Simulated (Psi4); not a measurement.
Psi4 input (wB97X-D/6-311+G**):

```
memory 1500 MB

molecule {
1 1
O    -0.09788910   -0.14223064    0.59918690
C     0.11020707    0.04653981   -0.61310884
H     0.09106748    1.04600479   -1.05194397
H     0.31173752   -0.84557014   -1.20537534
H    -0.28093466    0.65817156    1.14247713
symmetry c1
no_reorient
no_com
}

set {
  basis 6-311+G**
  reference rks
  scf_type pk
  dft_radial_points 99
  dft_spherical_points 590
  e_convergence 1e-8
  d_convergence 1e-7
  maxiter 150
}

e = energy('wb97x-d')
print_out(f'\nFINAL {e:.10f} DIPOLE {variable("CURRENT DIPOLE")[0]:.6f} {variable("CURRENT DIPOLE")[1]:.6f} {variable("CURRENT DIPOLE")[2]:.6f}\n')
```

**Question.** What final total energy does it give?

**Answer.** -114.78340 Eh.
